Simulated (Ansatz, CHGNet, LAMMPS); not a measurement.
fcc Ag, elastic constant C12

Reference value: 97.3 GPa (measured, 0 K, low-temperature values given for 0 K; zero-point effects included; as tabulated in Li et al. (2021), arXiv:2102.01972).

```csv
level (code),value (GPa),cell (Å³/atom),difference (%)
Morse jacobson2022 (LAMMPS),86.5,16.85,-11.1
CHGNet-r²SCAN,103,17.36,+5.9
LDA (Ansatz),124,16.01,+27
PBE (Ansatz),81.0,17.84,-16.8
HSE06 (Ansatz),78.6,17.73,-19.2
```

Once the reference is moved by up to 5.0 % (a margin picked here for doubts on the reference and the settings, and for temperature and zero-point motion) and values within 1.7 % count as equal, the nearest can be CHGNet-r²SCAN (+5.9 %) or Morse jacobson2022 (-11.1 %). By the same margin the farthest can be LDA (+27 %) or HSE06 (-19.2 %).

The reference isn't brought to a static lattice, while the calculations are for one, so the differences are not the levels' errors alone.  HSE06: hybrids on metals are sensitive to the k mesh. Each level is taken at its own relaxed cell. K meshes differ between the levels. Ansatz's density-functional and Hartree–Fock values are scalar-relativistic unless marked +SOC, with PAW data made under PBE.

Empirical potentials (Morse jacobson2022) are fitted to chosen data: where that held the value shown, agreement is built in, and what lay outside the fit can be far off. Machine-learned potentials (CHGNet-r²SCAN) are trained on DFT data: a solid inside that data is no test of them.

Differences are worked out from the printed values.

Ansatz is a quantum-chemistry and plane-wave program.
